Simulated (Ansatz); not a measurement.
# Basis-set limit of CHN⁺, doublet

```
atom    x (Å)    y (Å)    z (Å)
   C  -0.0054  -0.0235  -0.0054
   N   0.2540   1.0696   0.2572
   H  -0.2487  -1.0461  -0.2518
```

Connectivity, by distances: CH–N.

Ansatz 0.2.0, UHF determinant, valence electrons correlated. Energies in eV.

```csv
set,X,functions,Hartree–Fock,MP2 correlation,CCSD(T) correlation,time
def2-TZVPP,3,76,-2516.2850,-7.2936,-8.2194,"3.2 s on 1 × NVIDIA H100 80GB HBM3 with 1 thread of AMD EPYC 7R13 Processor (Zen 3), with other jobs on the host"
def2-QZVPP,4,144,-2516.3931,-7.8268,-8.6919,7 s on 1 × NVIDIA H100 80GB HBM3 with 1 thread of AMD EPYC 7R13 Processor (Zen 3) (shared host)
```

Hartree–Fock is taken to follow E(X) = E∞ + A·exp(−7.88·√X), correlation E(X) = E∞ + B·X^−2.97.

Work out the CCSD(T) energy at the limit, and how far the shortcut misses it that extrapolates MP2 and adds CCSD(T) minus MP2 from the smaller set.

Hartree–Fock: E∞ = E4 + 0.1377·(E4 − E3) = -2516.4080. Correlation: E∞ = E4 + 0.7407·(E4 − E3) = -9.0418 for CCSD(T) and -8.2217 for MP2. The limit is -2525.4498 eV, 0.365 eV below def2-QZVPP. The shortcut gives a correlation energy of -8.2217 + (-0.9259) = -9.1476, 106 meV lower than the direct value.
